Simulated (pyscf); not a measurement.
Insertion: `[CH][F]` [singlet] + `[CH4]` → `[CH3][CH2][F]`

Gas phase, singlet surface, charge 0. Bonds broken: C4–H5. Bonds formed: C2–C4, C2–H5. Structures and frequencies: ωB97X-D3(BJ)/def2-SVP in PySCF. MP2 and CC: frozen core, UHF for open shells. ΔMP2 is the change of the MP2 total energy from the triple- to the quadruple-zeta basis.

Transition state (Å):

```xyz
8

F      1.6045     0.4756    -1.0727
C      1.2991     0.1941     0.2024
H      1.3237     1.1517     0.7643
C     -0.8252     0.5167     0.0907
H      0.1310    -0.2969     0.3042
H     -0.6839     1.2786    -0.6818
H     -1.1469     0.9402     1.0499
H     -1.5140    -0.2670    -0.2590
```

One imaginary mode, 811i cm⁻¹; descent along it reached the two sides named.

```csv
bond,change,reactant side (Å),saddle,product side
C4–H5,breaks,1.101,1.273,2.173
C2–C4,forms,3.2,2.152,1.514
C2–H5,forms,2.597,1.271,1.105
```

Electronic energies relative to the separated reactants (kcal/mol):

```csv
level,barrier,reaction energy,reverse barrier
ωB97X-D3(BJ)/def2-TZVP,9.6,-88.5,98.0
PBE/def2-TZVP,-0.9,-89.8,89.0
r²SCAN/def2-TZVP,0.1,-91.8,91.8
B3LYP-D3(BJ)/def2-TZVP,6.1,-87.2,93.3
PBE0-D3(BJ)/def2-TZVP,2.4,-93.2,95.6
M06-2X/def2-TZVP,8.0,-89.2,97.3
ωB97M-D3(BJ)/def2-TZVP,9.5,-86.1,95.6
HF/def2-TZVP,27.7,-78.4,106.1
MP2/def2-QZVPP,6.3,-93.2,99.5
CCSD/def2-TZVPP,12.6,-85.8,98.4
CCSD(T)/def2-TZVPP,9.6,-86.0,95.7
CCSD(T)/def2-TZVPP + ΔMP2(QZVPP),9.0,-86.9,95.9
```

With CCSD(T)/def2-TZVPP + ΔMP2(QZVPP) energies and thermal terms (ideal gas, 1 atm, RRHO with modes under 100 cm⁻¹ raised to 100, one conformer, R ln 2 for rigid chiral ones), in kcal/mol:

```tsv
T (K)	ΔH‡	ΔG‡	ΔH	ΔG
298	9.6	18.8	-81.8	-71.4
600	9.6	28.2	-82.1	-60.7
900	10.1	37.4	-81.6	-50.0
1200	10.7	46.4	-80.8	-39.7
```

At PBE this geometry lies under the reactants; that is no barrier but a single point on another level's saddle; such a level's own saddle, if it has one, lies nearer that side and is low. This is the saddle that the search found; another between the same sides may lie lower. A restricted singlet here is unstable towards spin polarisation, as is usual where a triplet lies low; its energy is less safe. The CCSD(T) − MP2 part came from Ansatz, without density fitting, on the same reference.
